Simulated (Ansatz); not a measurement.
**Pd: from a trial structure to a relaxed crystal**

Theory: DFT PBEsol, scalar-relativistic, plane waves, PAW in Ansatz. Cutoff 420 eV, Γ-centred k mesh, Gaussian smearing, no spin polarisation in the final step.

The start puts Pd on the simple hexagonal structure type (P6/mmm, No. 191), at a guessed volume.

```
Pd
1.0
     2.66257    0.00000    0.00000
    -1.33129    2.30586    0.00000
     0.00000    0.00000    2.48784
Pd
1
Direct
  0.00000 0.00000 0.00000
```

Cell and atoms relax at zero pressure; the relaxation can't lower the symmetry of the start. After a coarse first stage the cell is made exact in the group found at 0.06 Å.

Energies count from the standard state of Pd at the same level.

Problem. Describe the relaxed structure.

Solution. It keeps P6/mmm (No. 191). The result has the simple hexagonal structure. Conventional cell: a = 2.645 Å, c = 2.598 Å. Pd has 8 Pd at 2.60–2.65 Å.

Space group P6/mmm (No. 191). a = 2.645 Å, b = 2.645 Å, c = 2.598 Å, α = 90.00°, β = 90.00°, γ = 120.00°
| atom | site | symmetry | x | y | z |
| --- | --- | --- | --- | --- | --- |
| Pd | 1a | 6/mmm | 0.0000 | 0.0000 | 0.0000 |

Problem. What are its volume, energy, density and gap?

Solution. The volume per atom is 15.74 Å³, the density is 11.23 g/cm³ and the energy over the standard structure is 0.30 eV/atom. The gap on the 24×24×22 mesh is 0 eV (a metal).

The final run used a 24×24×22 mesh on its 1-atom cell and 0.10 eV smearing. For metals, differences of a few meV/atom aren't resolved. Symmetry constrained the relaxation, so the result can be a saddle point. The steps took about 15 core-seconds in all.